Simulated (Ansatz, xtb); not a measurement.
# A geometry optimisation of CH3MgN with r2SCAN-D4/def2-SVP

The starting geometry of this gas-phase singlet was built from a drawn formula by distance geometry and a force field; its bonds are those of `C=[N][MgH]`.

```xyz
6

C    -0.7596    0.4972    0.2588
Mg   -2.2481   -0.0785    2.7166
N    -1.6511   -0.2893    0.7379
H    -0.4475    0.3563   -0.7869
H    -0.3214    1.2677    0.8732
H    -2.7277    0.1093    4.3639
```

Question: Predict what becomes of its bonds when it is optimised with r2SCAN-D4/def2-SVP.

Answer: It keeps its bonds, and is `C=[N][MgH]`.

The energy falls by 0.44 eV over 9 steps:

```tsv
step	E − E(last) (eV)
1	0.442
2	0.293
3	0.265
4	0.091
5	0.031
6	0.004
7	0.000
8	0.000
9	0.000
```

Final geometry (Å):

```tsv
atom	x (Å)	y (Å)	z (Å)
C	-0.6808	0.5734	0.2465
Mg	-2.2801	-0.0461	2.8737
N	-1.3189	0.3278	1.2964
H	-0.8217	0.0074	-0.7095
H	0.0900	1.3819	0.1658
H	-3.1438	-0.3816	4.2907
```

From the same start GFN2-xTB ends elsewhere, differing in C1–Mg2 (2.61 against 3.14 Å here).

The end wasn't checked by frequencies. Run with Ansatz 0.2.0, 9 s on 2 threads of Arm Neoverse V2, on a shared host.
